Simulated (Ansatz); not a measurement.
Ideal-gas functions of C$_{3}$H$_{3}$NO (`C#C/N=C/O`) at 500 K and 1 bar, from an Ansatz frequency run at PBE0-D4/def2-TZVP.

Molar mass 69.06 g/mol, point group Cs (symmetry number 1), electronic degeneracy 1, moments of inertia 8.526, 198.293, 206.819 u Å². Harmonic wavenumbers (cm⁻¹, unscaled): 181, 190, 511, 524, 583, 599, 621, 657, 1013, 1042, 1230, 1365, 1388, 1743, 2239, 3154, 3494, 3762.

Use S(trans) = R[1.5 ln M + 2.5 ln T − 1.1517]; rotational temperatures θ = 24.2544 K / I; S(rot) = R[ln(√π/σ · √(T³/θAθBθC)) + 1.5]; for each mode x = 1.438777 ν̃/T, S = R[x/(eˣ − 1) − ln(1 − e⁻ˣ)] and H = RT x/(eˣ − 1); 1 cm⁻¹ = 0.0119627 kJ/mol; R = 8.31446 J/(mol·K).

**Question.** By hand: the entropy, in J/(mol·K).

**Answer.** Translation 172.4. Rotation: θ = 2.8448, 0.1223, 0.1173 K, giving 108.0. Vibration, mode by mode: 13.83, 13.44, 5.82, 5.65, 4.92, 4.75, 4.51, 4.16, 1.85, 1.73, 1.12, 0.82, 0.78, 0.33, 0.10, 0.01, 0.00, 0.00, in all 63.8. Electronic 0.0. Sum 344.2 J/(mol·K).

**Question.** By hand: H − E and G − E in kJ/mol, counted from the electronic energy.

**Answer.** Zero-point energy ½ × 24296 × 0.0119627 = 145.3; thermal vibration 18.6; translation, rotation and pV give 4 RT = 16.6. H − E = 180.5 kJ/mol, and G − E = 180.5 − 500 × 344.2/1000 = 8.4 kJ/mol.

Vibration gives 19 % of the entropy. The sum counts one conformer and one mirror image; others add a mixing term.
